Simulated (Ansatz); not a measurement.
Input for Ansatz (development build ahead of 0.2.0):

```yaml
crystal:
  periodic: [false, false, false]
  atoms:
    - { symbol: B, position_ang: [0.0, 0.0, -0.68916] }
    - { symbol: "N", position_ang: [0.0, 0.0, 0.68916] }
basis:
  gaussian: { orbitals: def2-SVP }
total_charge: -1
magnetization:
  spin_polarized: true
  initial_magnetization: 1
hamiltonian:
  xc: hf
correlation:
  method: mp2
  frozen_orbitals: { B: 1, "N": 1 }
```

The input is written out in the form of the current development build from the run's settings.

Output:

| Item | Value |
| --- | --- |
| Converged | yes |
| Reference energy | -78.96251 hartree |
| Correlation energy | -0.18668 hartree |
| Total energy | -79.14919 hartree |
| Spin squared of the determinant | 1.572 |
| Stability test | minimum |
| Occupied orbitals by symmetry in an Abelian subgroup (alpha; beta) | 5 A1 1 B1 1 B2; 4 A1 1 B1 1 B2 |

Messages of the program:
```
mean field -2148.67927268 eV, -78.9625068440 hartree, gradient 2.1e-6 eV, S^2 1.571742; 10 other ends of a descent, 0 dependent functions left out
```

Caution: no diffuse functions for an anion; the unrestricted determinant is a mixture of spin states.
